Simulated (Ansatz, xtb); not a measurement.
C6H10: which of two isomers lies lower

We compare I, `C=CCCC=C`, a singlet, with II, `CC1=CCCC1`, a singlet. Both are isolated molecules in the gas phase, relaxed with r2SCAN-D4/def2-SVP; the shapes shown needn't be the lowest conformers.

I (Å):

| atom | x (Å) | y (Å) | z (Å) |
| --- | --- | --- | --- |
| C | -3.0781 | -1.0898 | -0.7662 |
| C | -2.1353 | -0.9172 | 0.1668 |
| C | -1.1395 | 0.2017 | 0.1958 |
| C | 0.3051 | -0.2989 | 0.1260 |
| C | 1.3659 | 0.7596 | 0.1891 |
| C | 1.1728 | 2.0791 | 0.3004 |
| H | -3.7723 | -1.9346 | -0.7307 |
| H | -3.1908 | -0.3852 | -1.5986 |
| H | -2.0557 | -1.6504 | 0.9831 |
| H | -1.2659 | 0.7803 | 1.1309 |
| H | -1.3359 | 0.8996 | -0.6367 |
| H | 0.4436 | -0.8873 | -0.8017 |
| H | 0.4853 | -1.0266 | 0.9419 |
| H | 2.3975 | 0.3846 | 0.1345 |
| H | 0.1727 | 2.5205 | 0.3578 |
| H | 2.0190 | 2.7712 | 0.3380 |

II (Å):

```xyz
16

C    -2.4841    1.0377   -0.8122
C    -1.3681    0.6251    0.0874
C    -1.4115    0.4380    1.4193
C    -0.0619    0.0916    1.9915
C     0.7566   -0.2804    0.7358
C     0.0399    0.4254   -0.4317
H    -2.6495    0.2916   -1.6096
H    -2.2485    1.9882   -1.3238
H    -3.4276    1.1692   -0.2622
H    -2.3080    0.5748    2.0331
H    -0.0951   -0.7244    2.7344
H     0.3705    0.9656    2.5196
H     0.7009   -1.3713    0.5831
H     1.8230   -0.0178    0.8170
H     0.4937    1.4100   -0.6658
H     0.0717   -0.1542   -1.3718
```

**Question.** Estimate E(II) − E(I) at the level CCSD(T)/def2-SVP + ΔMP2/def2-TZVPP.

**Answer.** Calculated at CCSD(T)/def2-SVP + ΔMP2/def2-TZVPP: E(II) − E(I) = −0.953 eV, so structure II lies lower.

Level by level:

```json
{"level": "GFN2-xTB", "geometry": "GFN2-xTB", "E(II) − E(I) (eV)": "−1.558", "departure from the last row (eV)": "−0.605", "job, with rough time for the two": "optimisation, 0.084 s"}
{"level": "HF/STO-3G", "geometry": "GFN2-xTB", "E(II) − E(I) (eV)": "−2.382", "departure from the last row (eV)": "−1.429", "job, with rough time for the two": "single point, 0.26 s"}
{"level": "r2SCAN-D4/def2-SVP//GFN2-xTB", "geometry": "GFN2-xTB", "E(II) − E(I) (eV)": "−1.157", "departure from the last row (eV)": "−0.204", "job, with rough time for the two": "single point, 3 s"}
{"level": "r2SCAN-D4/def2-SVP", "geometry": "r2SCAN-D4/def2-SVP", "E(II) − E(I) (eV)": "−1.145", "departure from the last row (eV)": "−0.192", "job, with rough time for the two": "optimisation, 30 s"}
{"level": "HF/def2-SVP", "geometry": "r2SCAN-D4/def2-SVP", "E(II) − E(I) (eV)": "−0.922", "departure from the last row (eV)": "+0.031", "job, with rough time for the two": "part of the CCSD(T) run"}
{"level": "MP2/def2-SVP", "geometry": "r2SCAN-D4/def2-SVP", "E(II) − E(I) (eV)": "−1.173", "departure from the last row (eV)": "−0.220", "job, with rough time for the two": "part of the CCSD(T) run"}
{"level": "CCSD(T)/def2-SVP", "geometry": "r2SCAN-D4/def2-SVP", "E(II) − E(I) (eV)": "−1.023", "departure from the last row (eV)": "−0.070", "job, with rough time for the two": "single point"}
{"level": "CCSD(T)/def2-SVP + ΔMP2/def2-TZVPP", "geometry": "r2SCAN-D4/def2-SVP", "E(II) − E(I) (eV)": "−0.953", "departure from the last row (eV)": "", "job, with rough time for the two": "single point, 49 s"}
```

As drawn, II has 2 C–C in place of 1 C=C. Structure I has no ring, II a 5-membered ring.

The levels shown agree on the order. The largest departure from CCSD(T)/def2-SVP + ΔMP2/def2-TZVPP is that of HF/STO-3G, 1.429 eV. The last row adds to CCSD(T) the change of the MP2 difference between the two basis sets, here +0.070 eV.

With thermal terms from frequencies at re-optimised GFN2-xTB minima (ideal gas, soft modes damped towards free rotors, one conformer each, 298.15 K, 1 atm): the zero-point term adds +0.091 eV; ΔH is −0.891 and ΔG −0.816 eV.

The correlated steps freeze 6 core orbitals. Codes used: Ansatz 0.2.0, xtb 6.7.1; the last row on 4 threads of Arm Neoverse V1 on a shared host.
